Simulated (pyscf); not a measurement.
## Four-centre exchange: `[AlH]` [singlet] + `[CH2]=[CH2]` -> `[AlH]` [singlet] + `[CH2]=[CH2]`

Gas phase, singlet surface, charge 0. Bonds broken: Al1–H5, H2–C3. Bonds formed: Al1–H2, C3–H5. Structures and frequencies: ωB97X-D3(BJ)/def2-SVP in PySCF. MP2 and CC: frozen core, UHF for open shells. ΔMP2 is the change of the MP2 total energy from the triple- to the quadruple-zeta basis.

Transition state (Å):

```xyz
8

Al    -0.0194    -0.3610     1.9427
H      0.0758     0.6508     0.4435
C     -0.9045     0.1689    -0.1961
C     -0.7328    -0.0598    -1.5441
H     -1.0730    -0.8403     0.5507
H     -1.7412     0.8330     0.0858
H      0.0661    -0.7011    -1.9256
H     -1.4074     0.4064    -2.2645
```

One imaginary mode, 697i cm⁻¹; descent along it reached the two sides named, in the forms told below.

```json
[
 {"bond": "Al1–H5", "change": "breaks", "reactant side (Å)": "1.665", "saddle": "1.810", "product side": "3.0"},
 {"bond": "H2–C3", "change": "breaks", "reactant side (Å)": "1.095", "saddle": "1.266", "product side": "3.1"},
 {"bond": "Al1–H2", "change": "forms", "reactant side (Å)": "3.0", "saddle": "1.811", "product side": "1.665"},
 {"bond": "C3–H5", "change": "forms", "reactant side (Å)": "3.1", "saddle": "1.267", "product side": "1.095"}
]
```

Electronic energies relative to the separated reactants (kcal/mol):

```json
[
 {"level": "ωB97X-D3(BJ)/def2-TZVP", "barrier": "33.2", "reaction energy": "0.0", "reverse barrier": "33.2"},
 {"level": "PBE/def2-TZVP", "barrier": "18.0", "reaction energy": "0.0", "reverse barrier": "18.0"},
 {"level": "r²SCAN/def2-TZVP", "barrier": "19.9", "reaction energy": "0.0", "reverse barrier": "19.9"},
 {"level": "B3LYP-D3(BJ)/def2-TZVP", "barrier": "27.9", "reaction energy": "0.0", "reverse barrier": "27.9"},
 {"level": "PBE0-D3(BJ)/def2-TZVP", "barrier": "23.0", "reaction energy": "0.0", "reverse barrier": "23.0"},
 {"level": "M06-2X/def2-TZVP", "barrier": "28.9", "reaction energy": "0.0", "reverse barrier": "28.9"},
 {"level": "ωB97M-D3(BJ)/def2-TZVP", "barrier": "32.8", "reaction energy": "0.0", "reverse barrier": "32.8"},
 {"level": "HF/def2-TZVP", "barrier": "57.3", "reaction energy": "0.0", "reverse barrier": "57.3"},
 {"level": "MP2/def2-QZVPP", "barrier": "28.8", "reaction energy": "0.0", "reverse barrier": "28.8"},
 {"level": "CCSD/def2-TZVPP", "barrier": "38.4", "reaction energy": "0.0", "reverse barrier": "38.4"},
 {"level": "CCSD(T)/def2-TZVPP", "barrier": "33.2", "reaction energy": "0.0", "reverse barrier": "33.2"},
 {"level": "CCSD(T)/def2-TZVPP + ΔMP2(QZVPP)", "barrier": "32.6", "reaction energy": "0.0", "reverse barrier": "32.6"}
]
```

With CCSD(T)/def2-TZVPP + ΔMP2(QZVPP) energies and thermal terms (ideal gas, 1 atm, RRHO with modes under 100 cm⁻¹ raised to 100, one conformer, R ln 2 for chiral ones without a mode under 150 cm⁻¹), in kcal/mol:

```
T (K)   ΔH‡   ΔG‡   ΔH   ΔG
-----  ----  ----  ---  ---
298    32.0  41.1  0.0  0.0
600    31.8  50.4  0.0  0.0
900    32.1  59.6  0.0  0.0
1200   32.5  68.7  0.0  0.0
```

On the reactant side the descent ends in a bound adduct, 10.6 kcal/mol under the separated species and 43.8 kcal/mol under the saddle at ωB97X-D3(BJ)/def2-TZVP. On the product side the descent ends in a bound adduct, 10.6 kcal/mol under the separated species and 43.8 kcal/mol under the saddle at ωB97X-D3(BJ)/def2-TZVP. The same reactants have a lower exit, to H₂C=CH–Al [singlet] + H₂ (barrier +22.2 kcal/mol at ωB97M-D3(BJ)/def2-TZVP, against +32.8 kcal/mol here). This is the saddle that the search found; another between the same sides may lie lower. The CCSD(T) − MP2 part came from Ansatz, without density fitting, on the same reference.
